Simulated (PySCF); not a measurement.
**Magnetic susceptibility: `[PH+]1(CC)C=C1`, [C4H8P]+, charge +1**

Geometry:
| atom | x (Å) | y (Å) | z (Å) |
| --- | --- | --- | --- |
| C1 | -1.526 | -0.515 | 0.434 |
| C2 | -0.997 | 0.674 | -0.353 |
| P3 | 0.802 | 0.688 | -0.485 |
| C4 | 1.866 | -0.075 | 0.684 |
| C5 | 1.788 | -0.763 | -0.444 |
| H6 | -2.622 | -0.454 | 0.478 |
| H7 | -1.152 | -0.524 | 1.468 |
| H8 | -1.266 | -1.472 | -0.042 |
| H9 | -1.270 | 1.641 | 0.107 |
| H10 | -1.375 | 0.698 | -1.390 |
| H11 | 1.298 | 1.803 | -1.193 |
| H12 | 2.322 | -0.040 | 1.676 |
| H13 | 2.140 | -1.656 | -0.964 |

Total charge +1.

Theory: PySCF, GIAO B3LYP/3-21G magnetisability, rotational g tensor and spin-rotation constants, non-relativistic, gas phase. Geometry: PBE0-D3(BJ)/def2-SVP.

For an ion the centre-of-mass motion in the field is neglected.

**Question.** How diamagnetic is it, and how anisotropic?

**Answer.** Isotropic -1018 × 10⁻³⁰ J/T², or -61.3 × 10⁻⁶ cm³/mol; principal values -1274, -896, -884 × 10⁻³⁰ J/T², anisotropy 384 × 10⁻³⁰ J/T² (root of half the summed squared differences of the principal values). The susceptibility is in cgs units.

**Question.** Split it along the inertial axes a, b, c into diamagnetic and paramagnetic parts about the centre of mass, with the quadrupole moment.

**Answer.** 
| axis | χ (10⁻⁶ cm³/mol) | diamagnetic (10⁻⁶ cm³/mol) | paramagnetic (10⁻⁶ cm³/mol) | summed x² of all electrons (Å²) | quadrupole Θ (D Å) |
| --- | --- | --- | --- | --- | --- |
| a | -66.4 | -241.5 | 175.2 | 94.5 | +4.87 |
| b | -64.3 | -484.9 | 420.6 | 37.1 | -1.66 |
| c | -53.2 | -558.3 | 505.1 | 19.8 | -3.21 |

Anisotropies 2χaa − χbb − χcc = -15.2 and 2χbb − χaa − χcc = -9.0 × 10⁻⁶ cm³/mol. Θ is traceless in Buckingham's convention.

**Question.** And the rotational g tensor?

**Answer.** 
```tsv
axis	rotational constant (GHz)	g	nuclear part	electronic part
a	7.5529	+0.0404	0.6620	-0.6215
b	2.9921	+0.0185	0.6098	-0.5912
c	2.5431	+0.0036	0.6070	-0.6034
```
Asymmetric top; isotopes 12C, 1H, 31P; no vibrational averaging.
